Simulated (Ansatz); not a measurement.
## Multireference treatment of HCP, singlet

Calculated in Ansatz's Gaussian-basis code. Basis cc-pVTZ on H/C, cc-pV(T+d)Z on P, nonrelativistic, no frozen core. State-specific CASSCF; RHF is the lowest restricted (open-shell) Hartree–Fock solution met. No symmetry is imposed, so a solution can break that of the shape. Lower solutions, or ones in other orbitals, may exist.

Geometry:

| atom | x (Å) | y (Å) | z (Å) |
| --- | --- | --- | --- |
| H | 0.0000 | 0.0000 | -1.0690 |
| C | 0.0000 | 0.0000 | 0.0000 |
| P | 0.0000 | 0.0000 | 2.1560 |

Task: What do CASSCF and its corrections give against RHF in CAS(6,6), and what are the occupations?

Result: CASSCF -4.639 eV, SC-NEVPT2 -12.945 eV; occupations 1.90, 1.69, 1.69, 0.31, 0.31, 0.10.
